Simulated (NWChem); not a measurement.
**singlet O2F+: levels of theory compared**

We compute a comparison of 6 runs (HF/STO-3G, HF/3-21G, B3LYP/6-31G*, B3LYP/def2-TZVPPD, M06-2X/def2-TZVPPD) of singlet O2F+. 

Program for the calculation: NWChem 7.3.0.

26 further runs of the same task are left out: 26 set aside as unsound or not needed.

### 1 The molecule

O2F+: 3 atoms, total charge +1, spin state singlet. As SMILES of the parent species, `[O]OF`. The shape is that of a PBE0-D4/def2-TZVP optimisation. That shape belongs to the parent species and isn't relaxed for this state.

Bond lengths: O1–O2 1.181 Å. A long bond or contact: O2–F3 1.573 Å.

### 2 A single-point energy at HF/STO-3G (run 1)

The input, mol.nw:

```
start mol
title "FO2"
memory stack 880 mb heap 220 mb global 1100 mb
charge 1

geometry units au noautosym nocenter noautoz
O    1.76387036  -0.55830069   0.91130153
O    0.25184380   0.94083795   0.24175266
F   -2.01567637  -0.38253726  -1.15303529
end

basis spherical bse
* library STO-3G
end

scf
thresh 1e-08
maxiter 80
print low
end

task scf energy
```

The run is started by

```bash
$ nwchem mol.nw > mol.out
```

The log of the run:

```text
[...]
  functions       =    15
[...]
  wavefunction    = RHF
[...]
         Total SCF energy =   -245.178173653030
      One-electron energy =   -468.954825603018
      Two-electron energy =    154.179959756883
 Nuclear repulsion energy =     69.596692193105
        Time for solution =      0.1s
 Task  times  cpu:        0.2s     wall:        0.2s
[...]
```

Run time: 0.75 s. Hardware: 1 thread of Intel Xeon 6975P-C (Granite Rapids), shared host; peak memory 0.1 GiB.

### 3 A single-point energy at HF/3-21G (run 2)

The input, nw.nw:

```
echo
start nw
title "15499-23-7"
memory total 2200 mb
charge 1
geometry units angstrom noautosym nocenter noautoz
  O      0.933400    -0.295440     0.482240
  O      0.133270     0.497870     0.127930
  F     -1.066650    -0.202430    -0.610160
end
basis spherical bse
  O library 3-21G
  F library 3-21G
end
scf
  singlet
  rhf
  thresh 1e-08
  maxiter 80
  print low
end
task scf energy
```

The run is started by

```bash
$ nwchem nw.nw > nw.out
```

The log of the run:

```text
[...]
  functions       =    27
[...]
  wavefunction    = RHF
[...]
         Total SCF energy =   -247.033064323933
      One-electron energy =   -470.710325818299
      Two-electron energy =    154.080564257940
 Nuclear repulsion energy =     69.596697236425
        Time for solution =      0.2s
 Task  times  cpu:        0.2s     wall:        0.2s
[...]
```

Wall time 0.77 s (1 thread of Intel Xeon 6975P-C (Granite Rapids), shared host); peak memory 0.098 GiB.

Runs 3 to 5 aren't shown in full; the table further down has their settings and results.

### 4 A single-point energy at M06-2X/def2-TZVPPD (run 6)

The input, a.xyz:

```xyz
3
FO2 energy
O      0.933400    -0.295440     0.482240
O      0.133270     0.497870     0.127930
F     -1.066650    -0.202430    -0.610160
```

The input, run.py:

```python
from ase.io import read
from ase.calculators.nwchem import NWChem

mol = read('a.xyz')

calc = NWChem(
    label='a',
    theory='dft',
    memory='2200 mb',
    basis='def2-TZVPPD',
    basispar='spherical bse',
    charge=1,
    dft={'xc': 'm06-2x', 'mult': '1', 'grid': 'fine', 'convergence': 'energy 1e-08', 'iterations': '100', 'mulliken': None},
    task='energy',
)
mol.calc = calc

print(f"energy = {mol.get_potential_energy():.6f} eV")
print("dipole (e A):", mol.get_dipole_moment().round(4))
```

The run is started by

```bash
$ export ASE_NWCHEM_COMMAND="nwchem PREFIX.nwi > PREFIX.nwo"
$ python run.py
```

The log of the run:

```text
energy = -6791.406660 eV
dipole (e A): [0.3383 0.0868 0.196 ]
```

The calculator wrote a.nwi:

```
title "a"

permanent_dir a

scratch_dir a

start a

geometry units angstrom nocenter noautosym noautoz
  O  9.3340000000000001e-01 -2.9543999999999998e-01 4.8224000000000000e-01
  O  1.3327000000000000e-01 4.9786999999999998e-01 1.2792999999999999e-01
  F  -1.0666500000000001e+00 -2.0243000000000000e-01 -6.1016000000000004e-01
end

charge 1

memory 2200 mb

basis spherical bse noprint
   * library def2-TZVPPD
end

dft
  xc m06-2x
  mult 1
  grid fine
  convergence energy 1e-08
  iterations 100
  mulliken
end

task dft energy
```

a.nwo (excerpt; [...] marks lines left out):

```text
[...]
      One electron energy =     -473.674897359401
[... 1 line left out ...]
    Exchange-Corr. energy =      -26.769395713610
[... 6 lines left out ...]
                       DFT Final Molecular Orbital Analysis
[... 859 lines left out ...]
    Atom       Charge   Shell Charges
[...]
```

It took 36 s on 1 thread of Intel Xeon 6975P-C (Granite Rapids), shared host; peak memory 0.12 GiB.

### 5 Overview of the runs

| run | level | iteration cap | module | energy (Eh) | wall time |
| --- | --- | --- | --- | --- | --- |
| 1 | HF/STO-3G | 80 | scf | -245.178174 | 0.75 s |
| 2 | HF/3-21G | 80 | scf | -247.033064 | 0.77 s |
| 3 | B3LYP/6-31G* (spherical functions) | 100 | dft | -249.581476 | 6.6 s |
| 4 | B3LYP/6-31G* (Cartesian functions) | 100 | dft | -249.585580 | 6.9 s |
| 5 | B3LYP/def2-TZVPPD | 100 | dft | -249.701735 | 33 s |
| 6 | M06-2X/def2-TZVPPD | 100 | dft | -249.579593 | 36 s |

### 6 Results

| quantity | value |
| --- | --- |
| run 6: total energy | -249.57959 Eh |
| run 6: HOMO energy | -22.38 eV |
| run 6: LUMO energy | -14.71 eV |
| run 6: HOMO–LUMO gap | 7.67 eV |

Over runs 3, 4, 5, 6 the HOMO–LUMO gap runs from 3.96 eV (B3LYP/6-31G*) to 7.67 eV (M06-2X/def2-TZVPPD). The two ends differ in method and basis. Totals of different functionals can't be ranked against each other. In run 1 the basis is minimal, so the values are rough. All runs together took 84 s, the longest 36 s.
